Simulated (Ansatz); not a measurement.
Write a Python script for Ansatz 0.2.0, Python API that makes harmonic frequencies at the relaxed geometry of CH3AlS, SMILES [CH2]1[AlH][S]1. Level of theory (for the species named): CAM-B3LYP, cc-pVDZ basis, multiplicity 1.

```xyz
6

C    -0.1832   -0.3005   -0.6752
Al   -0.0037    0.3947    1.1228
S     0.4839   -1.6550    0.1705
H    -1.2028   -0.4475   -1.0024
H     0.4441    0.1784   -1.4676
H     0.5038    1.7659    1.8058
```

Script `freq_ch3als.py`:
```python
# -*- coding: utf-8 -*-
"""Vibrations of CH3AlS."""

import ansatz as az
import numpy as np

params = {
    "basis": "cc-pVDZ",
    "functional": "cam_b3lyp",
}


def main():
    geometry = (
        az.Crystal.molecule()
        .atom("C", [-0.1832, -0.3005, -0.6752])
        .atom("Al", [-0.0037, 0.3947, 1.1228])
        .atom("S", [0.4839, -1.655, 0.1705])
        .atom("H", [-1.2028, -0.4475, -1.0024])
        .atom("H", [0.4441, 0.1784, -1.4676])
        .atom("H", [0.5038, 1.7659, 1.8058])
    )

    base = geometry.calculation().basis(gaussian=params["basis"]).functional(params["functional"])
    symbols = [site.symbol for site in geometry.cartesian_sites]
    start = np.array([site.position_ang for site in geometry.cartesian_sites], dtype=float)
    data = base.relax(force_tolerance=0.003, max_steps=100).run(threads=1, pin="off").report
    end = np.array(data["positions_ang"])

    print("bond        before    after (A)")
    for i, j in [(0, 1), (0, 2), (0, 3), (0, 4), (1, 2), (1, 5)]:
        d0, d1 = (np.linalg.norm(xyz[i] - xyz[j]) for xyz in (start, end))
        print(f"{symbols[i]}{i}-{symbols[j]}{j}".ljust(10), f"{d0:8.4f} {d1:8.4f}")

    # frequencies need a stationary point, so they are taken at the relaxed geometry
    minimum = az.Crystal.molecule()
    for symbol, xyz in zip(symbols, end):
        minimum = minimum.atom(symbol, xyz.tolist())
    vibrating = minimum.calculation()
    vibrating = vibrating.basis(gaussian=params["basis"])
    vibrating = vibrating.functional(params["functional"])
    vibrating = vibrating.phonons(temperatures=(200, 600, 100))
    vib = vibrating.run(threads=1, pin="off").report["vibrations"]
    sums = vib["harmonic_sums"]
    modes = [m["omega_inv_cm"] for m in sums["modes_at_gamma"] if m["rigid_motion"] == "no"]
    for number, w in enumerate(modes, start=1):
        print(f"mode {number:2d} {w:9.1f} 1/cm {w / 8065.544 * 1000:8.2f} meV")
    print("imaginary modes:", sum(w < 0 for w in modes), " zero-point energy:", round(sums["zero_point_energy_ev"], 4), "eV")
    print("T (K)   F_vib (eV)   S_vib (meV/K)   C_vib (meV/K)")
    for row in zip(sums["temperatures_k"], sums["vibrational_free_energy_ev"], vib["entropy_ev_per_k"], vib["heat_capacity_ev_per_k"]):
        print(f"{row[0]:6.1f} {row[1]:11.4f} {1000 * row[2]:13.4f} {1000 * row[3]:15.4f}")


if __name__ == "__main__":
    main()
```

Running `python freq_ch3als.py` prints:
```text
bond        before    after (A)
C0-Al1       1.9361   1.9227
C0-S2        1.7306   1.9308
C0-H3        1.0809   1.0960
C0-H4        1.1184   1.0961
Al1-S2       2.3121   2.1393
Al1-H5       1.6138   1.5657
mode  1     449.4 1/cm    55.72 meV
mode  2     496.1 1/cm    61.51 meV
mode  3     497.4 1/cm    61.67 meV
mode  4     534.9 1/cm    66.32 meV
mode  5     666.0 1/cm    82.57 meV
mode  6     739.2 1/cm    91.65 meV
mode  7     954.5 1/cm   118.34 meV
mode  8     997.4 1/cm   123.66 meV
mode  9    1403.4 1/cm   174.00 meV
mode 10    1996.9 1/cm   247.58 meV
mode 11    3118.7 1/cm   386.67 meV
mode 12    3195.5 1/cm   396.20 meV
imaginary modes: 0  zero-point energy: 0.9329 eV
T (K)   F_vib (eV)   S_vib (meV/K)   C_vib (meV/K)
 200.0      0.9306        0.0548          0.1691
 300.0      0.9203        0.1558          0.3334
 400.0      0.8991        0.2694          0.4558
 500.0      0.8665        0.3812          0.5451
 600.0      0.8231        0.4868          0.6130
```

The frequencies are harmonic and unscaled, in a modest basis. The result belongs to the one conformer reached from this start, and soft torsions count as harmonic oscillators. Run time: 80 s on 1 thread of Intel(R) Xeon(R) Platinum 8375C CPU @ 2.90GHz (Ice Lake) (shared host), peak memory 0.22 GiB.

(A comment or docstring line of the script was reworded after the run, the code is as it ran; lines on the test bed's own set-up are left out of the output.)
